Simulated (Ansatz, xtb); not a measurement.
System: C₂H₆NO, net charge 1, singlet state. It need not be the lowest isomer of its formula. SMILES: CC([NH3+])=O
Coordinates optimised at B3LYP-D3(BJ)/def2-TZVP (Ansatz, a quantum-chemistry and plane-wave program):
```
C
O 1 1.1659
C 1 1.4793 2 134.22
H 3 1.0875 1 108.72 2 4.74
H 3 1.0925 4 110.14 1 -121.43
H 3 1.0938 4 109.55 5 -118.57
N 1 1.6398 2 113.98 3 179.99
H 7 1.0229 1 112.81 2 131.39
H 7 1.0236 8 109.40 1 119.07
H 7 1.0237 8 108.21 9 118.15
```
Charge +1, spin multiplicity 1.

Harmonic wavenumbers from GFN2-xTB (xtb, at its own minimum), cm⁻¹: 77, 82, 358, 482, 502, 569, 766, 848, 1009, 1027, 1056, 1297, 1353, 1389, 1398, 1411, 1421, 1962, 2997, 3039, 3046, 3243, 3270, 3285.

Task: Give the harmonic wavenumbers at B3LYP-D3(BJ)/def2-TZVP (Ansatz, finite differences of forces, unscaled).

Result: 49, 128, 358, 428, 482, 551, 847, 862, 1059, 1092, 1106, 1400, 1414, 1451, 1460, 1630, 1641, 1987, 3040, 3100, 3160, 3376, 3474, 3482 cm⁻¹. Zero-point energy 53.7 kcal/mol.

Task: From these and the geometry, give the ideal-gas thermochemistry at 298.15 K and 1 atm (rigid rotor, harmonic oscillator).

Result: Point group C1, rotational symmetry number 1. Rotational constants 9.876, 8.055, 4.68 GHz. S(trans) 38.20, S(rot) 24.27, S(vib) 11.70, S(elec, spin only) 0.00, S 74.2 cal/(mol K). H(298) - H(0) 4.14 kcal/mol; G - E(el) 35.7 kcal/mol.
